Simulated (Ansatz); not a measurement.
C₅H₁₀ (`C/C=C\CC`), relaxed with RKS PBE0-D4/def2-TZVP in the Gaussian-basis code of Ansatz from a PBE-D4/def2-SVP geometry. The force threshold is 0.005 eV/Å; the program also tests the step.

Total charge 0; spin multiplicity 1.

Start:

```xyz
15

C     1.329   -0.920    1.476
C     1.462   -0.508    0.040
C     0.474   -0.168   -0.816
C    -1.003   -0.099   -0.539
C    -1.566    1.325   -0.671
H     1.757   -1.933    1.644
H     1.900   -0.233    2.140
H     0.279   -0.935    1.828
H     2.496   -0.481   -0.349
H     0.771    0.121   -1.842
H    -1.233   -0.500    0.470
H    -1.535   -0.763   -1.259
H    -1.365    1.745   -1.679
H    -2.664    1.343   -0.514
H    -1.102    2.007    0.070
```

(1) How much energy does the relaxation release, and in how many steps? (An estimate is asked.)

(2) Which bonds change most? (Estimate.)

(3) Give the relaxed structure. (Best estimate.)

Answers

(1) The calculation gave: 0.07 eV, in 8 steps.

(2) Ansatz gave: C2–C3 from 1.351 to 1.330 Å; C1–H7 from 1.113 to 1.095 Å; C1–H8 from 1.108 to 1.090 Å; C4–H11 from 1.110 to 1.092 Å.

(3) Computed: 
```xyz
15

C     1.321   -0.929    1.463
C     1.450   -0.491    0.044
C     0.473   -0.146   -0.791
C    -0.993   -0.094   -0.516
C    -1.560    1.312   -0.685
H     1.715   -1.942    1.594
H     1.908   -0.280    2.122
H     0.290   -0.922    1.818
H     2.468   -0.456   -0.339
H     0.760    0.154   -1.798
H    -1.215   -0.463    0.488
H    -1.508   -0.769   -1.211
H    -1.363    1.697   -1.689
H    -2.641    1.325   -0.529
H    -1.104    2.003    0.028
```
